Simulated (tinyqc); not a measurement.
UHF in the sto-3g basis, for LiH+, spin multiplicity 2, step by step (part 1 of 2). Computed by tinyqc, a small Python program that keeps every step (integrals from PySCF). Settings: charge = 1, multiplicity = 2, basis = sto-3g, energy threshold = 1e-09, iteration cap = 76, orthogonalisation = symmetric, start = highest core orbitals, DIIS depth = 4, method = UHF. Command: `OMP_NUM_THREADS=1 python tinyqc.py 23684 23685 out.jsonl` (the two numbers bound the seeds that draw the settings). One thread of a shared host (Intel(R) Xeon(R) Processor @ 2.60GHz), about 0.09 s of CPU time with the checks. Later iterations appear only in the table of the cycle.

## One-electron integrals

Geometry (angstrom):
```
atom         x         y         z
Li    0.000000  0.000000  0.000000
H     0.000000  0.000000  2.457000
```

Basis sto-3g: exponents (1/bohr^2) and contraction coefficients of normalised primitives:
```
element  l (shell)   exponent  coefficient
Li           s (1)  16.119575     0.154329
Li           s (1)   2.936201     0.535328
Li           s (1)   0.794651     0.444635
Li           s (2)   0.636290    -0.099967
Li           s (2)   0.147860     0.399513
Li           s (2)   0.048089     0.700115
Li           p (3)   0.636290     0.155916
Li           p (3)   0.147860     0.607684
Li           p (3)   0.048089     0.391957
H            s (1)   3.425251     0.154329
H            s (1)   0.623914     0.535328
H            s (1)   0.168855     0.444635
```

Overlap, kinetic and nuclear-attraction integrals over the contracted functions; the nuclear repulsion is the sum of Za Zb / Rab.

nuclear repulsion = 0.64612602 hartree

overlap S, lower triangle:
```
           1Li 1s    1Li 2s   1Li 2px   1Li 2py   1Li 2pz     2H 1s
1Li 1s   1.000000
1Li 2s   0.241137  1.000000
1Li 2px  0.000000  0.000000  1.000000
1Li 2py  0.000000  0.000000  0.000000  1.000000
1Li 2pz  0.000000  0.000000  0.000000  0.000000  1.000000
2H 1s    0.009137  0.205100  0.000000  0.000000  0.306507  1.000000
```

kinetic energy T (hartree), lower triangle:
```
            1Li 1s    1Li 2s   1Li 2px   1Li 2py   1Li 2pz     2H 1s
1Li 1s    3.576786
1Li 2s   -0.020237  0.102163
1Li 2px   0.000000  0.000000  0.319682
1Li 2py   0.000000  0.000000  0.000000  0.319682
1Li 2pz   0.000000  0.000000  0.000000  0.000000  0.319682
2H 1s    -0.004847  0.004814  0.000000  0.000000  0.029147  0.760032
```

nuclear attraction V (hartree), lower triangle:
```
            1Li 1s     1Li 2s    1Li 2px    1Li 2py    1Li 2pz      2H 1s
1Li 1s   -8.198257
1Li 2s   -1.016278  -1.417531
1Li 2px   0.000000   0.000000  -1.389801
1Li 2py   0.000000   0.000000   0.000000  -1.389801
1Li 2pz  -0.006830  -0.075025   0.000000   0.000000  -1.443767
2H 1s    -0.035621  -0.300204   0.000000   0.000000  -0.452819  -1.872722
```

core Hamiltonian H = T + V (hartree), lower triangle:
```
            1Li 1s     1Li 2s    1Li 2px    1Li 2py    1Li 2pz      2H 1s
1Li 1s   -4.621470
1Li 2s   -1.036515  -1.315367
1Li 2px   0.000000   0.000000  -1.070120
1Li 2py   0.000000   0.000000   0.000000  -1.070120
1Li 2pz  -0.006830  -0.075025   0.000000   0.000000  -1.124085
2H 1s    -0.040468  -0.295390   0.000000   0.000000  -0.423672  -1.112691
```

## Two-electron integrals

Functions are numbered as in S; the eight-fold symmetry (ij|kl) = (ji|kl) = (kl|ij) leaves the list below.

Two-electron integrals (ij|kl) in chemists' order, unique and non-zero (hartree):
```
(11|11) 1.680395   (21|11) 0.265420   (21|21) 0.049941   (22|11) 0.397727
(22|21) 0.092860   (22|22) 0.290562   (31|31) 0.008981   (32|31) 0.013788
(32|32) 0.064184   (33|11) 0.396640   (33|21) 0.092880   (33|22) 0.290497
(33|33) 0.312946   (41|41) 0.008981   (42|41) 0.013788   (42|42) 0.064184
(43|43) 0.016869   (44|11) 0.396640   (44|21) 0.092880   (44|22) 0.290497
(44|33) 0.279207   (44|44) 0.312946   (51|51) 0.008981   (52|51) 0.013788
(52|52) 0.064184   (53|53) 0.016869   (54|54) 0.016869   (55|11) 0.396640
(55|21) 0.092880   (55|22) 0.290497   (55|33) 0.279207   (55|44) 0.279207
(55|55) 0.312946   (61|11) 0.009306   (61|21) 0.001787   (61|22) 0.003474
(61|33) 0.003426   (61|44) 0.003426   (61|51) 0.000258   (61|52) 0.000511
(61|55) 0.003574   (61|61) 0.000073   (62|11) 0.055821   (62|21) 0.013353
(62|22) 0.049161   (62|33) 0.046209   (62|44) 0.046209   (62|51) 0.001965
(62|52) 0.015644   (62|55) 0.055017   (62|61) 0.000599   (62|62) 0.018736
(63|31) 0.000635   (63|32) 0.003824   (63|53) 0.001898   (63|63) 0.000816
(64|41) 0.000635   (64|42) 0.003824   (64|54) 0.001898   (64|64) 0.000816
(65|11) 0.080120   (65|21) 0.019240   (65|22) 0.072184   (65|33) 0.067306
(65|44) 0.067306   (65|51) 0.003018   (65|52) 0.024285   (65|55) 0.081868
(65|61) 0.000876   (65|62) 0.029087   (65|65) 0.045315   (66|11) 0.215363
(66|21) 0.051924   (66|22) 0.208504   (66|33) 0.192362   (66|44) 0.192362
(66|51) 0.006815   (66|52) 0.071494   (66|55) 0.240562   (66|61) 0.002313
(66|62) 0.107646   (66|65) 0.170363   (66|66) 0.774606
```

## Orthogonalisation

S = U s U^T; symmetric (Loewdin) form X = U s^(-1/2) U^T, so that X^T S X = 1.

eigenvalues of S: 0.603493  0.811638  1.000000  1.000000  1.181185  1.403683

X, lower triangle:
```
            1Li 1s     1Li 2s   1Li 2px   1Li 2py    1Li 2pz     2H 1s
1Li 1s    1.023300
1Li 2s   -0.128191   1.041615
1Li 2px   0.000000   0.000000  1.000000
1Li 2py   0.000000   0.000000  0.000000  1.000000
1Li 2pz  -0.004355   0.027178  0.000000  0.000000   1.039214
2H 1s     0.016373  -0.115857  0.000000  0.000000  -0.168019  1.057270
```

## Starting guess

The start is the highest orbitals of the core Hamiltonian (a deliberately bad start); D(s) = C_occ C_occ^T for each spin.

D(alpha) at the start, lower triangle:
```
            1Li 1s     1Li 2s   1Li 2px   1Li 2py    1Li 2pz     2H 1s
1Li 1s    0.000524
1Li 2s   -0.003061   0.017899
1Li 2px   0.000000   0.000000  0.491270
1Li 2py   0.000000   0.000000  0.499924  0.508730
1Li 2pz  -0.018136   0.106040  0.000000  0.000000   0.628226
2H 1s     0.021149  -0.123652  0.000000  0.000000  -0.732567  0.854237
```

D(beta) at the start, lower triangle:
```
            1Li 1s     1Li 2s   1Li 2px   1Li 2py    1Li 2pz     2H 1s
1Li 1s    0.000524
1Li 2s   -0.003061   0.017899
1Li 2px   0.000000   0.000000  0.000000
1Li 2py   0.000000   0.000000  0.000000  0.000000
1Li 2pz  -0.018136   0.106040  0.000000  0.000000   0.628226
2H 1s     0.021149  -0.123652  0.000000  0.000000  -0.732567  0.854237
```

## Iteration 1: building the Fock matrix

J_ij = sum D_kl (ij|kl) with D = D(alpha) + D(beta), K_ij = sum D_kl (ik|jl) for each spin; F = H + J - K(s); E = tr D H + tr D J / 2 - 0.5 sum_s tr D(s) K(s) + E_nn.

Coulomb J (hartree), lower triangle:
```
           1Li 1s    1Li 2s   1Li 2px   1Li 2py   1Li 2pz     2H 1s
1Li 1s   1.014094
1Li 2s   0.238450  0.785858
1Li 2px  0.000000  0.000000  0.765124
1Li 2py  0.000000  0.000000  0.016867  0.765713
1Li 2pz  0.007047  0.069513  0.000000  0.000000  0.826274
2H 1s    0.009322  0.212944  0.000000  0.000000  0.326646  1.302638
```

exchange K(alpha) (hartree), lower triangle:
```
            1Li 1s     1Li 2s   1Li 2px   1Li 2py    1Li 2pz     2H 1s
1Li 1s    0.014408
1Li 2s    0.020717   0.090656
1Li 2px   0.000000   0.000000  0.170987
1Li 2py   0.000000   0.000000  0.148016  0.176157
1Li 2pz  -0.000869  -0.007982  0.000000  0.000000   0.127423
2H 1s    -0.002207   0.020151  0.000000  0.000000  -0.014276  0.421322
```

exchange K(beta) (hartree), lower triangle:
```
            1Li 1s     1Li 2s   1Li 2px   1Li 2py    1Li 2pz     2H 1s
1Li 1s    0.005427
1Li 2s    0.006929   0.026472
1Li 2px   0.000000   0.000000  0.008665
1Li 2py   0.000000   0.000000  0.000000  0.008665
1Li 2pz  -0.000869  -0.007982  0.000000  0.000000   0.110554
2H 1s    -0.002842   0.016326  0.000000  0.000000  -0.016174  0.420506
```

F(alpha) (hartree), lower triangle:
```
            1Li 1s     1Li 2s    1Li 2px    1Li 2py    1Li 2pz      2H 1s
1Li 1s   -3.621785
1Li 2s   -0.818783  -0.620166
1Li 2px   0.000000   0.000000  -0.475983
1Li 2py   0.000000   0.000000  -0.131149  -0.480563
1Li 2pz   0.001086   0.002471   0.000000   0.000000  -0.425234
2H 1s    -0.028939  -0.102597   0.000000   0.000000  -0.082750  -0.231375
```

F(beta) (hartree), lower triangle:
```
            1Li 1s     1Li 2s    1Li 2px    1Li 2py    1Li 2pz      2H 1s
1Li 1s   -3.612803
1Li 2s   -0.804995  -0.555981
1Li 2px   0.000000   0.000000  -0.313660
1Li 2py   0.000000   0.000000   0.016867  -0.313071
1Li 2pz   0.001086   0.002471   0.000000   0.000000  -0.408365
2H 1s    -0.028304  -0.098773   0.000000   0.000000  -0.080852  -0.230559
```

total energy of this density = -1.51611293 hartree

## Iteration 1: diagonalisation and new density

Diagonalise F' = X^T F X, C = X C', fill 2 alpha and 1 beta electrons from the bottom; D(s) = C_occ C_occ^T. Each column has its largest component positive (the first on a tie).

F' = X^T F X (alpha) (hartree), lower triangle:
```
           1          2          3          4          5          6
1  -3.588506
2  -0.327637  -0.492580
3   0.000000   0.000000  -0.475983
4   0.000000   0.000000  -0.131149  -0.480563
5  -0.000286   0.000988   0.000000   0.000000  -0.436181
6   0.007842  -0.028190   0.000000   0.000000   0.018507  -0.223207
```

orbital energies (alpha) (hartree): MO1 -3.622807, MO2 -0.609442, MO3 -0.462198, MO4 -0.437287, MO5 -0.347104, MO6 -0.218182

coefficients C (alpha):
```
               MO1       MO2        MO3        MO4        MO5        MO6
1Li 1s    1.004373  0.000000  -0.227195  -0.038131   0.000000   0.044995
1Li 2s   -0.018908  0.000000   1.013162   0.180651   0.000000  -0.236785
1Li 2px   0.000000  0.700907   0.000000   0.000000   0.713253   0.000000
1Li 2py   0.000000  0.713253   0.000000   0.000000  -0.700907   0.000000
1Li 2pz  -0.001194  0.000000  -0.129543   1.041786   0.000000  -0.082786
2H 1s     0.002700  0.000000   0.042974  -0.252748   0.000000   1.045947
```

F' = X^T F X (beta) (hartree), lower triangle:
```
           1          2          3          4          5          6
1  -3.581659
2  -0.322419  -0.427369
3   0.000000   0.000000  -0.313660
4   0.000000   0.000000   0.016867  -0.313071
5  -0.000229   0.002287   0.000000   0.000000  -0.418593
6   0.007457  -0.031425   0.000000   0.000000   0.017545  -0.222596
```

orbital energies (beta) (hartree): MO1 -3.614283, MO2 -0.421365, MO3 -0.399139, MO4 -0.330235, MO5 -0.296497, MO6 -0.215429

coefficients C (beta):
```
               MO1        MO2        MO3        MO4       MO5        MO6
1Li 1s    1.005181   0.046779  -0.219150   0.000000  0.000000   0.057084
1Li 2s   -0.022563  -0.201478   0.993943   0.000000  0.000000  -0.294162
1Li 2px   0.000000   0.000000   0.000000   0.713253  0.700907   0.000000
1Li 2py   0.000000   0.000000   0.000000  -0.700907  0.713253   0.000000
1Li 2pz  -0.001381   1.017417   0.258495   0.000000  0.000000  -0.083637
2H 1s     0.003301  -0.264589   0.004027   0.000000  0.000000   1.043890
```

D(alpha) after iteration 1, lower triangle:
```
            1Li 1s     1Li 2s   1Li 2px   1Li 2py    1Li 2pz     2H 1s
1Li 1s    1.008766
1Li 2s   -0.018991   0.000358
1Li 2px   0.000000   0.000000  0.491270
1Li 2py   0.000000   0.000000  0.499924  0.508730
1Li 2pz  -0.001200   0.000023  0.000000  0.000000   0.000001
2H 1s     0.002712  -0.000051  0.000000  0.000000  -0.000003  0.000007
```

D(beta) after iteration 1, lower triangle:
```
            1Li 1s     1Li 2s   1Li 2px   1Li 2py    1Li 2pz     2H 1s
1Li 1s    1.010389
1Li 2s   -0.022680   0.000509
1Li 2px   0.000000   0.000000  0.000000
1Li 2py   0.000000   0.000000  0.000000  0.000000
1Li 2pz  -0.001388   0.000031  0.000000  0.000000   0.000002
2H 1s     0.003319  -0.000074  0.000000  0.000000  -0.000005  0.000011
```

## Iteration 2: building the Fock matrix

As before.

Coulomb J (hartree), lower triangle:
```
            1Li 1s     1Li 2s   1Li 2px   1Li 2py   1Li 2pz     2H 1s
1Li 1s    3.767944
1Li 2s    0.624743   1.086115
1Li 2px   0.000000   0.000000  1.089203
1Li 2py   0.000000   0.000000  0.016867  1.089792
1Li 2pz  -0.000042  -0.000061  0.000000  0.000000  1.072628
2H 1s     0.022070   0.157845  0.000000  0.000000  0.227533  0.623053
```

exchange K(alpha) (hartree), lower triangle:
```
            1Li 1s     1Li 2s   1Li 2px   1Li 2py   1Li 2pz     2H 1s
1Li 1s    1.694094
1Li 2s    0.273222   0.111208
1Li 2px   0.000000   0.000000  0.170885
1Li 2py   0.000000   0.000000  0.148016  0.176054
1Li 2pz  -0.000267  -0.000067  0.000000  0.000000  0.025443
2H 1s     0.009420   0.005435  0.000000  0.000000  0.002127  0.000879
```

exchange K(beta) (hartree), lower triangle:
```
            1Li 1s     1Li 2s   1Li 2px   1Li 2py   1Li 2pz     2H 1s
1Li 1s    1.685900
1Li 2s    0.258262   0.046478
1Li 2px   0.000000   0.000000  0.008486
1Li 2py   0.000000   0.000000  0.000000  0.008486
1Li 2pz  -0.000294  -0.000073  0.000000  0.000000  0.008499
2H 1s     0.008704   0.001583  0.000000  0.000000  0.000225  0.000062
```

F(alpha) (hartree), lower triangle:
```
            1Li 1s     1Li 2s    1Li 2px    1Li 2py    1Li 2pz      2H 1s
1Li 1s   -2.547620
1Li 2s   -0.684995  -0.340460
1Li 2px   0.000000   0.000000  -0.151802
1Li 2py   0.000000   0.000000  -0.131149  -0.156382
1Li 2pz  -0.006605  -0.075019   0.000000   0.000000  -0.076899
2H 1s    -0.027818  -0.142980   0.000000   0.000000  -0.198266  -0.490517
```

F(beta) (hartree), lower triangle:
```
            1Li 1s     1Li 2s   1Li 2px   1Li 2py    1Li 2pz      2H 1s
1Li 1s   -2.539426
1Li 2s   -0.670035  -0.275730
1Li 2px   0.000000   0.000000  0.010597
1Li 2py   0.000000   0.000000  0.016867  0.011186
1Li 2pz  -0.006578  -0.075013  0.000000  0.000000  -0.059955
2H 1s    -0.027102  -0.139128  0.000000  0.000000  -0.196364  -0.489700
```

total energy of this density = -7.19481977 hartree

## Iteration 2: DIIS over 2 matrices

error matrix X^T (FDS - SDF) X (alpha):
```
           1          2         3         4          5          6
1   0.000000   0.116789  0.000000  0.000000   0.008688  -0.006772
2  -0.116789   0.000000  0.000000  0.000000   0.000902  -0.000541
3   0.000000   0.000000  0.000000  0.000000   0.000000   0.000000
4   0.000000   0.000000  0.000000  0.000000   0.000000   0.000000
5  -0.008688  -0.000902  0.000000  0.000000   0.000000   0.000012
6   0.006772   0.000541  0.000000  0.000000  -0.000012   0.000000
```

B (overlaps of the stored error matrices):
```
               1              2
1  4.5474749e-02  7.7000278e-05
2  7.7000278e-05  5.3162120e-02
```

Minimise |sum c_i e_i|^2 with sum c_i = 1: solve [B -1; -1 0][c; lambda] = [0; -1] with B_ij = tr e_i^T e_j summed over both spins, and take F = sum c_i F_i.

DIIS coefficients: 0.539029  0.460971

extrapolated F(alpha) (hartree), lower triangle:
```
            1Li 1s     1Li 2s    1Li 2px    1Li 2py    1Li 2pz      2H 1s
1Li 1s   -3.126626
1Li 2s   -0.757111  -0.491230
1Li 2px   0.000000   0.000000  -0.326545
1Li 2py   0.000000   0.000000  -0.131149  -0.331125
1Li 2pz  -0.002459  -0.033250   0.000000   0.000000  -0.264662
2H 1s    -0.028422  -0.121212   0.000000   0.000000  -0.135999  -0.350832
```

extrapolated F(beta) (hartree), lower triangle:
```
            1Li 1s     1Li 2s    1Li 2px    1Li 2py    1Li 2pz      2H 1s
1Li 1s   -3.118008
1Li 2s   -0.742782  -0.426794
1Li 2px   0.000000   0.000000  -0.164187
1Li 2py   0.000000   0.000000   0.016867  -0.163598
1Li 2pz  -0.002447  -0.033247   0.000000   0.000000  -0.247758
2H 1s    -0.027750  -0.117375   0.000000   0.000000  -0.134099  -0.350015
```

## Iteration 2: diagonalisation and new density

As before.

F' = X^T F X (alpha) (hartree), lower triangle:
```
           1          2          3          4          5          6
1  -3.084000
2  -0.343372  -0.359660
3   0.000000   0.000000  -0.326545
4   0.000000   0.000000  -0.131149  -0.331125
5  -0.002041  -0.021608   0.000000   0.000000  -0.249270
6   0.011994  -0.046024   0.000000   0.000000  -0.045203  -0.328450
```

orbital energies (alpha) (hartree): MO1 -3.126633, MO2 -0.460004, MO3 -0.387094, MO4 -0.278898, MO5 -0.228755, MO6 -0.197666

coefficients C (alpha):
```
               MO1       MO2        MO3        MO4        MO5        MO6
1Li 1s    0.999683  0.000000  -0.138717  -0.212284  -0.013786   0.000000
1Li 2s    0.001335  0.000000   0.547277   0.900188   0.075528   0.000000
1Li 2px   0.000000  0.700907   0.000000   0.000000   0.000000   0.713253
1Li 2py   0.000000  0.713253   0.000000   0.000000   0.000000  -0.700907
1Li 2pz   0.001051  0.000000   0.237936  -0.144799   1.015565   0.000000
2H 1s    -0.000614  0.000000   0.649798  -0.622993  -0.591087   0.000000
```

F' = X^T F X (beta) (hartree), lower triangle:
```
           1          2          3          4          5          6
1  -3.077669
2  -0.337558  -0.294329
3   0.000000   0.000000  -0.164187
4   0.000000   0.000000   0.016867  -0.163598
5  -0.001961  -0.020305   0.000000   0.000000  -0.231645
6   0.011577  -0.049263   0.000000   0.000000  -0.046168  -0.327838
```

orbital energies (beta) (hartree): MO1 -3.118040, MO2 -0.371338, MO3 -0.229048, MO4 -0.213055, MO5 -0.180762, MO6 -0.147023

coefficients C (beta):
```
               MO1        MO2        MO3        MO4        MO5       MO6
1Li 1s    1.000813  -0.090600  -0.231883  -0.016062   0.000000  0.000000
1Li 2s   -0.003400   0.350835   0.992618   0.084669   0.000000  0.000000
1Li 2px   0.000000   0.000000   0.000000   0.000000   0.713253  0.700907
1Li 2py   0.000000   0.000000   0.000000   0.000000  -0.700907  0.713253
1Li 2pz   0.000772   0.221471  -0.088619   1.025695   0.000000  0.000000
2H 1s     0.000145   0.785278  -0.481670  -0.557740   0.000000  0.000000
```

D(alpha) after iteration 2, lower triangle:
```
            1Li 1s     1Li 2s   1Li 2px   1Li 2py    1Li 2pz     2H 1s
1Li 1s    0.999365
1Li 2s    0.001334   0.000002
1Li 2px   0.000000   0.000000  0.491270
1Li 2py   0.000000   0.000000  0.499924  0.508730
1Li 2pz   0.001051   0.000001  0.000000  0.000000   0.000001
2H 1s    -0.000613  -0.000001  0.000000  0.000000  -0.000001  0.000000
```

D(beta) after iteration 2, lower triangle:
```
            1Li 1s     1Li 2s   1Li 2px   1Li 2py   1Li 2pz     2H 1s
1Li 1s    1.001626
1Li 2s   -0.003402   0.000012
1Li 2px   0.000000   0.000000  0.000000
1Li 2py   0.000000   0.000000  0.000000  0.000000
1Li 2pz   0.000773  -0.000003  0.000000  0.000000  0.000001
2H 1s     0.000145   0.000000  0.000000  0.000000  0.000000  0.000000
```

## Iteration 3: building the Fock matrix

As before.

Coulomb J (hartree), lower triangle:
```
           1Li 1s    1Li 2s   1Li 2px   1Li 2py   1Li 2pz     2H 1s
1Li 1s   3.757995
1Li 2s   0.623777  1.085962
1Li 2px  0.000000  0.000000  1.089071
1Li 2py  0.000000  0.000000  0.016867  1.089660
1Li 2pz  0.000032  0.000050  0.000000  0.000000  1.072496
2H 1s    0.022041  0.157857  0.000000  0.000000  0.227557  0.623113
```

exchange K(alpha) (hartree), lower triangle:
```
           1Li 1s    1Li 2s   1Li 2px   1Li 2py   1Li 2pz     2H 1s
1Li 1s   1.689007
1Li 2s   0.279602  0.114326
1Li 2px  0.000000  0.000000  0.171334
1Li 2py  0.000000  0.000000  0.148016  0.176504
1Li 2pz  0.000377  0.000099  0.000000  0.000000  0.025878
2H 1s    0.009965  0.005621  0.000000  0.000000  0.002161  0.000890
```

exchange K(beta) (hartree), lower triangle:
```
           1Li 1s    1Li 2s   1Li 2px   1Li 2py   1Li 2pz     2H 1s
1Li 1s   1.681325
1Li 2s   0.264338  0.049398
1Li 2px  0.000000  0.000000  0.008903
1Li 2py  0.000000  0.000000  0.000000  0.008903
1Li 2pz  0.000325  0.000085  0.000000  0.000000  0.008904
2H 1s    0.009219  0.001756  0.000000  0.000000  0.000256  0.000071
```

F(alpha) (hartree), lower triangle:
```
            1Li 1s     1Li 2s    1Li 2px    1Li 2py    1Li 2pz      2H 1s
1Li 1s   -2.552482
1Li 2s   -0.692340  -0.343731
1Li 2px   0.000000   0.000000  -0.152383
1Li 2py   0.000000   0.000000  -0.131149  -0.156963
1Li 2pz  -0.007174  -0.075075   0.000000   0.000000  -0.077467
2H 1s    -0.028392  -0.143154   0.000000   0.000000  -0.198276  -0.490467
```

F(beta) (hartree), lower triangle:
```
            1Li 1s     1Li 2s   1Li 2px   1Li 2py    1Li 2pz      2H 1s
1Li 1s   -2.544800
1Li 2s   -0.677076  -0.278803
1Li 2px   0.000000   0.000000  0.010048
1Li 2py   0.000000   0.000000  0.016867  0.010637
1Li 2pz  -0.007122  -0.075060  0.000000  0.000000  -0.060493
2H 1s    -0.027646  -0.139289  0.000000  0.000000  -0.196371  -0.489648
```

total energy of this density = -7.20199665 hartree
